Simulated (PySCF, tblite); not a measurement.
# C4H7N2 radical: geometry, infrared bands and EPR parameters

Wanted: the infrared bands and EPR parameters of C4H7N2 radical (`[H]/[C]=C\C(CN)=N\[H]`), by calculation.

Computed with tblite 0.8.0 and PySCF 2.14.0, with density-fitted response routines of our own, on a single molecule in the gas phase. Atoms count from 0, in the outputs and in this text.

## Step 1: Starting geometry

13 atoms, charge 0, multiplicity 2; geometry from: force field or distance geometry start.

Bonds of the start (Å): C0–C1 1.34, C1–C2 1.44, C2–N3 1.30, C2–C4 1.50, C4–N5 1.44, C0–H6 1.10, C1–H7 1.06, N3–H8 1.03, C4–H9 1.10, C4–H10 1.10, N5–H11 1.04, N5–H12 1.04.

## Step 2: Optimising the geometry with GFN2-xTB

What the job is given:

```
{"job": {"kind": "relax", "xc": "GFN2-xTB", "basis": "xTB"}, "charge": 0, "multiplicity": 2}
C      2.103700    -1.184900     0.571800
C      1.721700    -0.546800    -0.539600
C      0.431500     0.090900    -0.572700
N      0.084500     0.709000    -1.665900
C     -0.469400     0.030100     0.624100
N     -1.677600     0.745500     0.284500
H      1.402900    -1.193600     1.413700
H      2.357700    -0.492200    -1.387700
H     -0.839300     1.169000    -1.714600
H     -0.648200    -1.029000     0.845400
H     -0.001800     0.506400     1.499200
H     -2.297300     0.964400     1.092600
H     -2.172800     0.231700    -0.468600
```

The run is started by

```sh
> OMP_NUM_THREADS=1 python probes_run.py task.json out
```

This one command runs all jobs of the session in turn.

**Question.** This job is followed by: GFN2-xTB harmonic vibrations, gas phase; UKS B3LYP, pcH-1 on C H N, non-relativistic, mean-field spin-orbit, GIAO. Predict these results of the whole session: strongest single infrared mode (GFN2-xTB); zero-point energy (GFN2-xTB); g(iso) (B3LYP); ⟨S²⟩; largest a(iso) (averaged by class); potential on the surface of density 0.002 e/bohr³, 1st and 99th percentile.

**Answer**, as computed:

| quantity | value |
| --- | --- |
| strongest single infrared mode (GFN2-xTB) | 737 cm⁻¹, 174 km/mol |
| zero-point energy (GFN2-xTB) | 64.2 kcal/mol |
| g(iso) (B3LYP) | 2.00227 |
| ⟨S²⟩ | 0.761 (exact 0.75) |
| largest a(iso) (averaged by class) | 13C on C0, 332.9 MHz |
| potential on the surface of density 0.002 e/bohr³, 1st and 99th percentile | -1.84 V and 1.65 V |

What this shows: Over 60 steps the energy fell by 0.503 eV; of the close pairs, C1–C2 changed most, 1.440 to 1.487 Å. All 33 modes are real, so the xTB geometry is a minimum. The strongest single mode, at 737 cm⁻¹, moves mainly H6 and C0. GFN2-xTB is a fitted tight-binding method: band positions and strengths are rough. Its intensities can rank the bands wrongly. C0 carries the largest spin population, 1.05 e. The isotropic g lies 0.0 ppt below the free-electron value. These values are for one conformer; the search (at its own cheap level) found 2 more, at 0.01, 3.32 kcal/mol (those within 0.05 may be mirror or relabelled copies), and measured spectra average over such forms.
